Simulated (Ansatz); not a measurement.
What each rung costs, and what it gives

The pair of OH⁻ (SMILES [OH-], atoms 1–2) and CH₆Si (SMILES C[SiH3], atoms 3–10), both closed shells, in one local arrangement (a lower one may exist), relaxed at PBE0-D4/def2-TZVPD:

```
10
angstrom
O -0.2353 -0.3265 -1.9739
H 0.6539 -0.6114 -2.2107
C -0.1344 -0.4274 1.2507
Si -0.0428 0.4651 -0.4502
H -0.9521 -0.0417 1.8702
H 0.8117 -0.3661 1.7992
H -0.3380 -1.4897 1.0639
H -1.5902 0.7343 -0.5085
H 1.5410 0.1187 -0.5971
H 0.2863 1.9448 -0.2437
```

Interaction energies are counterpoise-corrected; the time is that of the whole pair.

Program: Ansatz 0.2.0. Basis: as named in each row. Cores are frozen in the correlated methods. B3LYP uses VWN-RPA correlation. Extrapolation: Hartree–Fock as exp(−7.88 √X), correlation as X^−2.97.

Times are rough, for one single point on 4 threads of a shared host (Intel Xeon 6975P-C).

The estimate by CCSD(T) at an estimated basis limit (MP2 extrapolated from triple and quadruple zeta, plus CCSD(T) − MP2 in triple zeta) is -3.832 eV.

```csv
method,basis,time (s),interaction energy (eV),method less estimate
HF,STO-3G,under 1,-2.563,1.270
PBE-D4,STO-3G,under 1,-2.441,1.391
SPW92,def2-SVP,under 1,-4.110,-0.278
B3LYP-D4,6-31G,under 1,-2.989,0.843
PBE-D4,def2-SVP,under 1,-3.798,0.034
PBE0-D4,def2-SVP,under 1,-4.072,-0.240
CCSD(T),def2-SVP,under 1,-3.696,0.136
revPBE-D4,def2-TZVPPD,under 1,-3.582,0.250
PBE-D4,def2-TZVPPD,1,-3.598,0.235
wB97M-V,def2-SVP,1,-4.030,-0.198
BLYP-D4,def2-TZVPPD,1,-3.453,0.379
PBE0-D4,def2-TZVPPD,1,-3.882,-0.050
B3LYP-D4,def2-TZVPPD,1,-3.716,0.116
HSE06-D4,def2-TZVPPD,1,-3.881,-0.049
r2SCAN-D4,def2-TZVPPD,2,-3.871,-0.039
B2PLYP,def2-TZVPPD,2,-3.655,0.177
wB97M-V,def2-TZVPPD,3,-3.858,-0.026
wB97X-V,def2-TZVPPD,3,-3.848,-0.016
B97M-V,def2-TZVPPD,3,-3.978,-0.146
MP2,def2-QZVPPD,8,-3.824,0.008
CCSD(T),def2-TZVPPD,21,-3.695,0.137
```

The T1 diagnostic stays at or below 0.028. The restricted Hartree–Fock reference is unstable towards an unrestricted one at one or more of these structures.
